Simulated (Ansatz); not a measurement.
# One shape, several levels: CHFO (formyl fluoride)

Wanted: a comparison of 6 runs (UHF/STO-3G, B2PLYP/STO-3G, PBE0/STO-3G, wB97M-V/STO-3G, MP2/STO-3G, FCI/STO-3G) of CHFO (formyl fluoride). 

The results are computed with Ansatz 0.2.0.

62 further runs of the same task are left out: 2 that didn't finish, 60 set aside as unsound or not needed.

**1. Starting point**

CHFO: 4 atoms, total charge 0, spin state singlet. As SMILES, `O=CF`. The H4–C2 distance was set to 2.194 Å, away from the relaxed value. At this shape a bond of the SMILES string is far longer than usual.

Bond lengths: O1–C2 1.174 Å, C2–F3 1.336 Å. Angles: O1–C2–F3 122.9°.

**2. The energy at UHF/STO-3G (run 1)**

in.yaml

```yaml
crystal:
  periodic: [false, false, false]
  atoms:
    - symbol: O
      position_ang: [-1.286267, -0.554396, 1.516888]
    - symbol: C
      position_ang: [-0.443327, -0.688056, 0.710768]
    - symbol: F
      position_ang: [0.188273, -1.847386, 0.507328]
    - symbol: H
      position_ang: [0.350540, 0.823120, -0.667550]
basis:
  gaussian: {orbitals: STO-3G}
magnetization: {spin_polarized: true, initial_magnetization: 0}
hamiltonian: {xc: hf}
accuracy: high
```

Started as:

```bash
$ ansatz run in.yaml --threads 1 --pin off --max-ram 3480MiB --events-out events.jsonl --progress --plain --runs-dir runs
```

Log:

```text
Warning: RAYON_NUM_THREADS=1 ignored (pool sized by the plan → 1); use --threads N
Functional definition: HF
  name "HF"
  exchange = exact_x
  correlation = 0
273 factors; integrals over basis functions are off by at most 5.4e-8 eV
mean field evaluation 1: about -5698.3131 eV, gradient 2.6e1 eV
mean field evaluation 2: about -5698.3823 eV, gradient 2.6e1 eV
mean field evaluation 4: about -5702.9720 eV, gradient 1.9e0 eV
mean field evaluation 8: about -5703.0305 eV, gradient 6.0e-4 eV
mean field evaluation 16: about -5703.6792 eV, gradient 4.0e0 eV
mean field evaluation 32: about -5705.6190 eV, gradient 4.8e-1 eV
mean field evaluation 64: about -5705.4871 eV, gradient 2.1e0 eV
mean field evaluation 96: about -5705.7474 eV, gradient 6.0e-2 eV
mean field evaluation 128: about -5703.0250 eV, gradient 4.3e-4 eV
mean field -5705.74750531 eV, -209.6823533255 hartree, gradient 3.8e-8 eV, S^2 0.979270; 6 other end points of the search recorded, 0 dependent functions left out
reference -5705.74750531 eV, -209.6823533255 hartree; 12, 12 occupied and 4, 4 virtual orbitals, 273 factors
Total energy: -5705.74750531 eV, -209.6823533255 hartree
```

Run time: 0.3 s. Hardware: 1 thread of Intel Xeon Platinum 8259CL at 2.50GHz (Skylake/Cascade Lake), shared host.

**3. The energy at B2PLYP/STO-3G (run 2)**

in.yaml

```yaml
crystal:
  periodic: [false, false, false]
  atoms:
    - {symbol: O, position_ang: [-1.286267, -0.554396, 1.516888]}
    - {symbol: C, position_ang: [-0.443327, -0.688056, 0.710768]}
    - {symbol: F, position_ang: [0.188273, -1.847386, 0.507328]}
    - {symbol: H, position_ang: [0.350540, 0.823120, -0.667550]}
basis:
  gaussian: {orbitals: STO-3G}
hamiltonian: {xc: {name: B2PLYP}}
correlation: {frozen_orbitals: {C: 1, F: 1, H: 0, O: 1}}
accuracy: high
```

Started as:

```bash
$ ansatz run in.yaml --threads 1 --pin off --max-ram 3480MiB --events-out events.jsonl --progress --plain --runs-dir runs
```

Log, cut to the lines that bear on the results:

```text
Warning: RAYON_NUM_THREADS=1 ignored (pool sized by the plan → 1); use --threads N
Functional definition: B2PLYP
  name "B2PLYP"
[...]
273 factors; integrals over basis functions are off by at most 5.4e-8 eV
[...]
mean field -5721.32789035 eV, -210.2549219151 hartree, gradient 6.5e-8 eV, S^2 0.000000; 0 other end points of the search recorded, 0 dependent functions left out; unrestricted orbitals would lower it
3 core orbitals not correlated: weight in the atoms' cores, before any rotation towards them, 1.000 or more for the frozen orbitals, at most 0.000 for the correlated occupied ones
reference -5721.32790307 eV, -210.2549223826 hartree; 9, 9 occupied and 4, 4 virtual orbitals, 273 factors
second order -7.94839259 eV of doubles, -0.00000000 eV of singles
Total energy: -5723.47396907 eV, -210.3337888534 hartree
```

It took 1.2 s on 1 thread of Intel Xeon Platinum 8259CL at 2.50GHz (Skylake/Cascade Lake), shared host; peak memory 0.11 GiB.

Runs 3 to 5 aren't shown in full; the table further down has their settings and results.

**4. The energy at FCI/STO-3G (run 6)**

molecule.yaml

```yaml
crystal:
  periodic: [false, false, false]
  atoms:
    - {symbol: O, position_ang: [-1.286267, -0.554396, 1.516888]}
    - {symbol: C, position_ang: [-0.443327, -0.688056, 0.710768]}
    - {symbol: F, position_ang: [0.188273, -1.847386, 0.507328]}
    - {symbol: H, position_ang: [0.350540, 0.823120, -0.667550]}
basis:
  gaussian:
    orbitals: STO-3G
magnetization:
  spin_polarized: false
accuracy: high
correlation:
  method: fci
  frozen_orbitals: {C: 1, F: 1, H: 0, O: 1}
```

Started as:

```bash
$ ansatz run molecule.yaml --threads 1 --pin off --max-ram 3480MiB --events-out events.jsonl --progress --plain --runs-dir runs
```

Log, cut to the lines that bear on the results:

```text
Warning: RAYON_NUM_THREADS=1 ignored (pool sized by the plan → 1); use --threads N
[... 2 set-up lines as earlier in the session ...]
[...]
273 factors; integrals over basis functions are off by at most 5.4e-8 eV
[...]
mean field -5703.02496402 eV, -209.5823017786 hartree, gradient 1.3e-8 eV, S^2 0.000000; 0 other end points of the search recorded, 0 dependent functions left out; unrestricted orbitals would lower it
[...]
unrestricted determinant -5705.74750530 eV, -209.6823533253 hartree, S^2 0.9793
3 core orbitals not correlated: weight in the atoms' cores, before any rotation towards them, 1.000 or more for the frozen orbitals, at most 0.000 for the correlated occupied ones
reference -5703.02496402 eV, -209.5823017786 hartree; 9, 9 occupied and 4, 4 virtual orbitals, 273 factors
state -5710.45198289 eV, -209.8552396880 hartree
Total energy: -5710.45198289 eV, -209.8552396880 hartree
```

It took 1.6 s on 1 thread of Intel Xeon Platinum 8259CL at 2.50GHz (Skylake/Cascade Lake), shared host; peak memory 0.11 GiB.

**5. Overview of the runs**

```
run           level  frozen core orbitals  energy (Eh)  wall time
  1      UHF/STO-3G                     –  -209.682353      0.3 s
  2   B2PLYP/STO-3G                     3  -210.333789      1.2 s
  3     PBE0/STO-3G                     –  -210.406040      1.3 s
  4  wB97M-V/STO-3G                     –  -210.592676       11 s
  5      MP2/STO-3G                     3  -209.783387     0.18 s
  6      FCI/STO-3G                     3  -209.855240      1.6 s
```

**6. Outcome**

| quantity | value |
| --- | --- |
| run 6: total energy | -209.85524 Eh |
| run 6: correlation energy (3 core orbitals frozen) | -272.9 mEh |

Against full CI in this basis: UHF +172.9 mEh; MP2 +71.9 mEh. Totals of different functionals can't be ranked against each other. In runs 2, 5 the log says that unrestricted orbitals would lower the reference, so the values rest on an unstable closed-shell determinant (other closed-shell runs at this shape may share the fault). In runs 1, 2, 3, 4, 5, 6 the basis is minimal, so the values are rough. In runs 2, 3, 4, 5 a closed-shell determinant meets a far-stretched bond, which it describes badly. Spin contamination of the reference: run 1 ⟨S²⟩ = 0.98. Where it is this large, the reference is a mixture of spin states, and values that rest on it are in doubt. All runs together took 15 s, the longest 11 s.
